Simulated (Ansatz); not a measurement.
`C=NCC` + `[Li][SH]` → `[Li][S]C` + `C=NC` at 298.15 K and 1 bar (substitution at a C–C bond).

Gas-phase electronic energies from Ansatz, PBE0-D4/def2-TZVP geometries. CBS: MP2 limit from def2 TZ/QZ plus the TZ coupled-cluster correction, frozen cores. For Li outer-core shells are correlated without core-valence functions, which leaves a few kJ/mol of doubt a bond. Each species was taken in one conformer, which may not be the lowest.

```csv
species,CCSD(T)/CBS energy (Eh),H − E (kJ/mol),S (J/(mol·K))
`C=NCC`,-173.04228,270.2,292.2
`[Li][SH]`,-405.91799,33.3,239.0
`[Li][S]C`,-445.16369,116.5,293.1
`C=NC`,-133.77870,191.7,260.0
```

H − E and S are ideal-gas, rigid-rotor, harmonic terms from PBE0-D4/def2-TZVP, for one conformer and one mirror image of each species. 1 Eh = 2625.50 kJ/mol, R = 8.31446 J/(mol·K).

Q: By hand: ΔE, ΔH, ΔS and ΔG.

A: ΔE = (-445.16369) + (-133.77870) − (-173.04228) − (-405.91799) = 0.01788 Eh = 46.9 kJ/mol. Δ(H − E) = 116.5 + 191.7 − 270.2 − 33.3 = 4.7, so ΔH = 51.6 kJ/mol. ΔS = 293.1 + 260.0 − 292.2 − 239.0 = 21.9 J/(mol·K). ΔG = 51.6 − 298.15 × (21.9)/1000 = 45.1 kJ/mol.

Q: By hand: the equilibrium constant, and the temperature at which ΔG would vanish if ΔH and ΔS stayed fixed.

A: log₁₀ K = −ΔG/(RT ln 10) = -7.9. ΔG = 0 at ΔH/ΔS = 2356 K.

ΔH outweighs TΔS. A doubt of 5 kJ/mol in ΔE shifts log₁₀ K by 0.9 here. Other conformers and mirror images would add mixing entropy, several J/(mol·K) or more a flexible species. Modes under 60 cm⁻¹, often nearly free rotors, make the harmonic entropy too high. These are equilibria of isolated gas molecules and say nothing of rates. Largest T1 diagnostic: 0.011 (customary marks: 0.02 for closed shells, 0.045 for open ones).
